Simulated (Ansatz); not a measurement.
# AlBH5N (SMILES N[BH][AlH2]): single points off equilibrium

One table from this session's results is given with a row withheld; the runs are named, their logs left out.

Program: Ansatz 0.2.0, Gaussian basis. Level of theory: single points in def2-TZVPP. These are calculated values, not measurements.

Correlated methods freeze the cores.

### Where the work starts

8 atoms, charge 0, spin multiplicity 1.

Atoms are counted from 1 here; the program's logs count them from 0.

Bond lengths: N1–B2 1.577 Å, N1–H4 1.042 Å, N1–H5 1.158 Å, B2–Al3 2.258 Å, B2–H6 1.076 Å, Al3–H7 1.467 Å, Al3–H8 1.807 Å. Angles: B2–N1–H4 121.1°, B2–N1–H5 126.3°, H4–N1–H5 111.6°, N1–B2–Al3 97.2°, N1–B2–H6 119.0°, Al3–B2–H6 143.4°, B2–Al3–H7 120.3°, B2–Al3–H8 129.7°, H7–Al3–H8 109.3°.

As a file:

```mol
AlBH5N
  3D, bonds by distance, orders not assigned

  8  7  0  0  0  0  0  0  0  0999 V2000
   -1.1032    0.6988   -0.5484 N   0  0
    0.2089    1.0579    0.2496 B   0  0
    1.0459   -1.0358    0.3787 Al  0  0
   -1.3007   -0.2804   -0.8466 H   0  0
   -2.0267    1.3825   -0.6926 H   0  0
    0.3454    2.0657    0.6013 H   0  0
    0.3658   -2.1480   -0.2948 H   0  0
    2.6460   -1.6028    0.9990 H   0  0
  1  2  8  0
  1  4  8  0
  1  5  8  0
  2  3  8  0
  2  6  8  0
  3  7  8  0
  3  8  8  0
M  END
```

Set-up of the first run:

File run/in.yaml:

```yaml
crystal:
  periodic: [false, false, false]
  atoms:
    - {symbol: N, position_ang: [-1.103200, 0.698800, -0.548400]}
    - {symbol: B, position_ang: [0.208900, 1.057900, 0.249600]}
    - {symbol: Al, position_ang: [1.045900, -1.035800, 0.378700]}
    - {symbol: H, position_ang: [-1.300700, -0.280400, -0.846600]}
    - {symbol: H, position_ang: [-2.026700, 1.382500, -0.692600]}
    - {symbol: H, position_ang: [0.345400, 2.065700, 0.601300]}
    - {symbol: H, position_ang: [0.365800, -2.148000, -0.294800]}
    - {symbol: H, position_ang: [2.646000, -1.602800, 0.999000]}
basis:
  gaussian: {orbitals: def2-TZVPP}
correlation: {method: ccsd_t}
output: {forces: true}
```

The command line of these runs was not kept.

Steps of the session up to this table: CCSD(T)/def2-TZVPP; PBE0-D4/def2-TZVPP; wB97M-V/def2-TZVPP; r2SCAN-D4/def2-TZVPP; PBE-D4/def2-TZVPP; LC-wPBE/def2-TZVPP; SPW92/def2-TZVPP.

One of the session's tables, all rows but one given; the rest of the session is left out.

```
   method  RMS force component (eV/Å)  angle to CCSD(T) forces (°)  dipole (D)
  CCSD(T)                       2.258                    reference        2.67
  PBE0-D4                       2.312                          2.0        2.66
  wB97M-V                       2.265                          1.9        2.65
r2SCAN-D4                       2.256                          1.4        2.73
   PBE-D4                       2.227                          3.9        2.77
  LC-wPBE                           ?                            ?           ?
    SPW92                       2.323                          6.6        2.78
```

**Question.** Estimate the row for LC-wPBE.

As computed: RMS force component (eV/Å): 2.373; angle to CCSD(T) forces (°): 1.8; dipole (D): 2.60. In the column «RMS force component (eV/Å)» it is the highest.
